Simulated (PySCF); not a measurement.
A structure optimised at B3LYP-D3(BJ)/def2-TZVP, used in a PySCF frequency run:

```
C
C 1 1.3246
H 1 1.0833 2 121.73
H 2 1.0833 1 121.73 3 180.00
H 1 1.0833 3 116.54 2 180.00
H 2 1.0833 4 116.54 1 180.00
```

**Question.** Write its SMILES, formula and point group.

**Answer.** C=C, C₂H₄, D2h

**Question.** What are its rotational constants (standard atomic weights)?

**Answer.** 147.65, 30.340, 25.168 GHz
